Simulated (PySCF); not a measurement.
```xyz
3
charge -1 multiplicity 1, angstrom
B     0.0000    0.0000    0.0000
S     0.0000    0.0000    1.6748
S     0.0000    0.0000   -1.6748
```

All numbers come from PySCF, PBE0, basis B def2-TZVPD, S def2-TZVPD (no relativity, density fitting).

This geometry of BS₂⁻ is a stationary point at this level.

Task: What is the point group?

Result: D∞h.

Task: Is it a minimum?

Result: Yes: all harmonic wavenumbers are real.

Task: Which band is strongest in the infrared?

Result: 1336 cm⁻¹ (σu+), 791 km/mol.

Task: What are the dipole moment and the gap between the highest occupied and lowest empty levels?

Result: 0.00 D about the centre of mass and 5.03 eV.

This need not be the most stable arrangement of these atoms. The lowest empty level of this anion is unbound, so it and the gap depend on the basis.
